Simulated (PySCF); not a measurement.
Species: C3H5NO.
Z-matrix (Å and degrees, GFN2-xTB geometry), rows numbered from 1:
```
C 
N   1  1.4193
C   2  1.2602  1  121.27
C   3  1.4733  2  119.00  1  -179.96
O   4  1.2021  3  124.38  2   179.98
H   1  1.0912  2  107.81  3   122.34
H   1  1.0977  2  114.11  3    -0.07
H   1  1.0912  2  107.80  3  -122.51
H   3  1.0978  2  124.30  1     0.04
H   4  1.1044  3  113.17  2     0.05
```

Vertical excitations from PySCF (density fitting, frozen core in the response, grid level 2 and gas phase unless stated; continuum runs use non-equilibrium linear response for the excitations) on a GFN2-xTB geometry. Reference run:

| settings | S1, eV (f) | S2, eV (f) | S3, eV (f) | S4, eV (f) | S5, eV (f) | S6, eV (f) | T1, eV (Tamm–Dancoff) | mean α (au) |
| --- | --- | --- | --- | --- | --- | --- | --- | --- |
| PBE0/def2-SVPD, full TDDFT, 8 singlets | 3.39 (0.000) | 4.11 (0.001) | 6.57 (0.488) | 6.76 (0.000) | 7.42 (0.021) | 7.50 (0.000) | 2.78 | 51.2 |

**Question.** What do these settings give: (1) HCTH407/aug-pcSseg-1, grid level 1, TDA, 1 singlet; (2) B3LYP/def2-TZVPP, start guess vsap, full TDDFT, 12 singlets; (3) PBE0/pcSseg-2, TDA, 1 singlet?

**Answer.** 
| settings | S1, eV (f) | S2, eV (f) | S3, eV (f) | S4, eV (f) | S5, eV (f) | S6, eV (f) | T1, eV (Tamm–Dancoff) | mean α (au) |
| --- | --- | --- | --- | --- | --- | --- | --- | --- |
| HCTH407/aug-pcSseg-1, grid level 1, TDA, 1 singlet | 3.04 (0.000) | – | – | – | – | – | 2.55 | 55.2 |
| B3LYP/def2-TZVPP, start guess vsap, full TDDFT, 12 singlets | 3.36 (0.000) | 4.07 (0.001) | 6.47 (0.461) | 6.67 (0.000) | 7.40 (0.000) | 7.64 (0.039) | – | 50.0 |
| PBE0/pcSseg-2, TDA, 1 singlet | 3.43 (0.000) | – | – | – | – | – | 2.79 | 50.0 |

(1) S1 moves by -0.35 eV; functional, basis and response scheme change together, so the shift can't be laid on one. (2) S1 moves by -0.03 eV; functional and basis change together, so the shift can't be laid on one. (3) S1 moves by +0.04 eV; basis and response scheme change together, so the shift can't be laid on one. States are counted by energy in each run and needn't keep their character from row to row.

**Question.** Give the leading configurations of S1 (H = HOMO, L = LUMO) and the HOMO–LUMO gap of each run.

**Answer.** 
```csv
settings,S1 configurations (weight),S1 (eV),orbital gap (eV),S1 − gap (eV)
"PBE0/def2-SVPD, full TDDFT, 8 singlets",H→L 0.95,3.39,5.37,-1.98
"HCTH407/aug-pcSseg-1, grid level 1, TDA, 1 singlet",H→L 0.99,3.04,2.81,+0.23
"B3LYP/def2-TZVPP, start guess vsap, full TDDFT, 12 singlets",H→L 0.97,3.36,4.93,-1.57
"PBE0/pcSseg-2, TDA, 1 singlet",H→L 0.95,3.43,5.38,-1.95
```

One conformer stands for the species.
